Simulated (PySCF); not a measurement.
## PF: a base run and its variants

Base input, run as `python input.py` with PySCF 2.14:

```python
from pyscf import gto, scf
from pyscf.hessian import thermo

mol = gto.M(
    atom='P 0 0 0; F 0 0 1.596',
    basis='6-31g*',
    charge=0,
    spin=2,
    verbose=4,
)
mf = scf.UHF(mol)
mf.kernel()
hess = mf.Hessian().kernel()
print('wavenumber (cm^-1) =', thermo.harmonic_analysis(mol, hess)['freq_wavenumber'].round(1))
mf.dip_moment()
print('orbital energies (hartree):', [e[max(0, n-3):n+3].round(4) for e, n in zip(mf.mo_energy, mol.nelec)])
```

Base result: E(SCF) = -440.141724 Eh, 11 cycles, ⟨S²⟩ = 2.025, μz(SCF) = -1.30 D, wavenumbers 916 cm⁻¹. The bond length is a typed value, not an optimised one, so the wavenumber is not that of the minimum. No search for the lowest solution was made.

Wall time 3 s on one thread of a shared host.

Each row names what differs from the base; energies in brackets are changes from the base.

```tsv
change	result
geometry: bond 1.596 → bond 0.5 [unsound on purpose] [not at a minimum]	E(SCF) = -425.096440 Eh, 12 cycles, ⟨S²⟩ = 2.012, μz(SCF) = 0.62 D, wavenumbers 18377 cm⁻¹
spin (2S): 2 → 3 [unsound on purpose]	stops with RuntimeError (Electron number 24 and spin 3 are not consistent)
electric field along z (a.u.): none → 0.2; step after the SCF: frequency → analyze [unsound on purpose] [may be another electronic state]	not converged: SCF after 50 cycles
geometry: bond 1.596 → bond 0.3 [unsound on purpose] [not at a minimum]	E(SCF) = -386.452138 Eh, 10 cycles, ⟨S²⟩ = 2.012, μz(SCF) = 0.05 D, wavenumbers 50557 cm⁻¹
functional: none (Hartree–Fock) → olyp; SCF type: UHF → UKS; step after the SCF: frequency → analyze	E(SCF) = -441.105177 Eh, 9 cycles, ⟨S²⟩ = 2.004, μz(SCF) = -0.63 D
basis set: 6-31g* → cc-pvdz [not at a minimum]	E(SCF) = -440.163802 Eh (-0.6008 eV), 11 cycles, ⟨S²⟩ = 2.027, μz(SCF) = -1.40 D, wavenumbers 951 cm⁻¹
functional: none (Hartree–Fock) → wb97x; SCF type: UHF → UKS; step after the SCF: frequency → analyze	E(SCF) = -441.090671 Eh, 10 cycles, ⟨S²⟩ = 2.007, μz(SCF) = -0.87 D
geometry: bond 1.596 → bond 1.484 [not at a minimum]	E(SCF) = -440.131285 Eh (+0.2841 eV), 11 cycles, ⟨S²⟩ = 2.025, μz(SCF) = -0.59 D, wavenumbers 1234 cm⁻¹
spin (2S): 2 → 6 [not at a minimum] [a high spin state]	E(SCF) = -439.331992 Eh (+22.0339 eV), 12 cycles, ⟨S²⟩ = 12.006, μz(SCF) = 2.04 D, wavenumbers 1099 cm⁻¹
basis set: 6-31g* → cc-pvdz-dk; spin-free X2C: off → on [not at a minimum]	E(SCF) = -441.064379 Eh, 11 cycles, ⟨S²⟩ = 2.027, μz(SCF) = -1.41 D, wavenumbers 950 cm⁻¹
PCM solvent, dielectric constant: none → 20.5; step after the SCF: frequency → analyze	E(SCF) = -440.143974 Eh (-0.0612 eV), 11 cycles, ⟨S²⟩ = 2.025, μz(SCF) = -1.52 D
length unit: angstrom → bohr [unsound on purpose] [not at a minimum]	E(SCF) = -437.785932 Eh (+64.1044 eV), 10 cycles, ⟨S²⟩ = 2.012, μz(SCF) = 2.64 D, wavenumbers 7030 cm⁻¹
basis set: 6-31g* → ano-rcc-vdzp; spin-free X2C: off → on [not at a minimum]	E(SCF) = -441.115595 Eh, 11 cycles, ⟨S²⟩ = 2.031, μz(SCF) = -1.37 D, wavenumbers 909 cm⁻¹
smearing width (hartree): none → 0.2; step after the SCF: frequency → none [unsound on purpose] [smearing does not keep the typed spin]	E(SCF) = -439.252914 Eh (+24.1858 eV), 14 cycles, μz(SCF) = 0.29 D
functional: none (Hartree–Fock) → pbesol; SCF type: UHF → UKS; step after the SCF: frequency → analyze	E(SCF) = -439.994064 Eh, 9 cycles, ⟨S²⟩ = 2.003, μz(SCF) = -0.61 D
basis set: 6-31g* → sbkjc; core potential: off → on [not at a minimum]	E(SCF) = -30.149472 Eh, 11 cycles, ⟨S²⟩ = 2.011, μz(SCF) = -1.97 D, wavenumbers 1013 cm⁻¹
geometry: bond 1.596 → bond 1.548 [not at a minimum]	E(SCF) = -440.140001 Eh (+0.0469 eV), 11 cycles, ⟨S²⟩ = 2.025, μz(SCF) = -1.00 D, wavenumbers 1042 cm⁻¹
spin (2S): 2 → 4 [not at a minimum] [a high spin state]	E(SCF) = -439.887619 Eh (+6.9146 eV), 11 cycles, ⟨S²⟩ = 6.010, μz(SCF) = -2.00 D, wavenumbers 624 cm⁻¹
spin (2S): 2 → 0 [an earlier cycle lay lower, so not the lowest solution of its kind] [not at a minimum]	E(SCF) = -440.068631 Eh (+1.9890 eV), 15 cycles, μz(SCF) = -1.22 D, wavenumbers 912 cm⁻¹
functional: none (Hartree–Fock) → blyp; SCF type: UHF → UKS; step after the SCF: frequency → analyze	E(SCF) = -441.114543 Eh, 9 cycles, ⟨S²⟩ = 2.003, μz(SCF) = -0.64 D
damping: none → 0.5 [not at a minimum]	E(SCF) = -440.141724 Eh (+0.0000 eV), 15 cycles, ⟨S²⟩ = 2.025, μz(SCF) = -1.30 D, wavenumbers 916 cm⁻¹
step after the SCF: frequency → stability	E(SCF) = -440.141724 Eh (+0.0000 eV), 11 cycles, ⟨S²⟩ = 2.025, μz(SCF) = -1.30 D, internal stable; real -> complex stable; UHF/UKS -> GHF/GKS stable
smearing width (hartree): none → 0.05; step after the SCF: frequency → none [smearing does not keep the typed spin]	E(SCF) = -439.919637 Eh (+6.0433 eV), 11 cycles, μz(SCF) = -1.13 D
```

Q: Order these changes by how far they move the SCF energy from the base, largest first: (1) PCM solvent, dielectric constant: none → 20.5; step after the SCF: frequency → analyze; (2) geometry: bond 1.596 → bond 1.484; (3) geometry: bond 1.596 → bond 1.548.

A: (2) +0.2841 eV, (1) -0.0612 eV, (3) +0.0469 eV.
